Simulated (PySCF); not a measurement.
One of the candidates below gave these computed data.

All candidates are C3H7NO.

| technique | computed result |
| --- | --- |
| NMR, other nuclei | isotropic shieldings of nuclei other than C and H, by class: 155 (1 N), -83 (1 O) ppm [GIAO PBE0/pcSseg-1] |
| 1H NMR | chemical shifts (computed TMS as zero) by class: 4.65 (1 H), 4.52 (1 H), 2.05 (2 H), 1.12 (3 H) ppm [GIAO PBE0/pcSseg-1] |
| Rotational structure | rotational constants A, B, C: 9.904, 3.853, 2.873 GHz [GFN2-xTB] |
| 13C NMR | chemical shifts (computed TMS as zero) by class: 172.9 (1 C), 29.4 (1 C), 10.2 (1 C) ppm [GIAO PBE0/pcSseg-1] |
| Couplings | largest of the computed one-bond spin–spin couplings (means over like bonds): 13C–1H +134.6 (×3), 13C–1H +131.1 (×2), 15N–1H -95.5, 15N–1H -94.2, 13C–13C +50.3, 13C–13C +36.9, 17O–13C +27.5, 15N–13C -16.6 Hz [B3LYP/pcJ-1, spin–dipole term left out for some pairs] |
| Dipole | 3.76 D [PBE0/pcSseg-1] |

Gas-phase values; electronic properties from PySCF, density fitting. Levels stand in brackets. One conformer (not necessarily the lowest) at the GFN2-xTB geometry, without solvent, vibrations or thermal averaging. NMR classes are plain means over equivalent atoms (diastereotopic ones count apart unless rotation or inversion swaps them), as if these changed places fast.

**Question.** Which candidate is it?
A. `CN(C)C=O`
B. `CCC(N)=O`
C. `C=NCOC`

**Answer.** B. It is `CCC(N)=O`. Numbering: `[CH3:1][CH2:2][C:3]([NH2:4])=[O:5]`. Its formula, C3H7NO, gives 1 degree of unsaturation: 0 rings and 1 π bond in the structure found. 3 carbons fall into 3 classes; from least to most shielded: amide carbonyl carbon [C3] (172.9 ppm), sp3 carbon next to a carbonyl [C2] (29.4 ppm), methyl carbon [C1] (10.2 ppm). Hydrogen classes from least to most shielded: 1 H on an amide nitrogen, N4 (4.65 ppm), 1 H on an amide nitrogen, N4 (4.52 ppm), 2 H on an sp3 carbon next to a carbonyl, C2 (2.05 ppm), 3 H on a methyl carbon, C1 (1.12 ppm, a mean of values up to 0.5 ppm apart in this geometry). The other shieldings belong to: 155 ppm, amide nitrogen [N4]; -83 ppm, amide oxygen [O5]. The couplings run between: +134.6 Hz, methyl carbon [C1] and its hydrogen (with 2 like pairs); +131.1 Hz, sp3 carbon next to a carbonyl [C2] and its hydrogen (with 1 like pair); -95.5 Hz, amide nitrogen [N4] and its hydrogen; -94.2 Hz, amide nitrogen [N4] and its hydrogen; +50.3 Hz, sp3 carbon next to a carbonyl [C2] and amide carbonyl carbon [C3]; +36.9 Hz, methyl carbon [C1] and sp3 carbon next to a carbonyl [C2]; +27.5 Hz, amide oxygen [O5] and amide carbonyl carbon [C3]; -16.6 Hz, amide nitrogen [N4] and amide carbonyl carbon [C3]. The optimised geometry has point group Cs and is an asymmetric top.

The others, at the same levels:
- `C=NCOC` fails: its computed 13C shifts are 152.0 (1 C), 91.6 (1 C), 58.0 (1 C) ppm, 1H shifts are 7.85 (1 H), 7.53 (1 H), 5.43 (2 H), 3.41 (3 H) ppm and smallest rotational constant is 3.187 GHz (against 2.873 GHz).
- `CN(C)C=O` fails: its computed 13C shifts are 162.0 (1 C), 37.2 (1 C), 31.2 (1 C) ppm, 1H shifts are 7.95 (1 H), 3.00 (3 H), 2.90 (3 H) ppm and rotational constant A is 9.177 GHz (against 9.904 GHz).

Each candidate is one conformer, not necessarily the lowest. Dipoles, sizes and rotational constants follow the conformer. The torsions of the flexible species, by atom-mapped SMILES:
- `[CH3:1][CH2:2][C:3]([NH2:4])=[O:5]`: C1–C2–C3–N4 180°, H–N4–C3–C2 0°, H–N4–C3–C2 180°
- `[CH2:1]=[N:2][CH2:3][O:4][CH3:5]`: C1–N2–C3–O4 12°, N2–C3–O4–C5 81°
- `[CH3:1][N:2]([CH3:3])[CH:4]=[O:5]`: C1–N2–C4–O5 180°
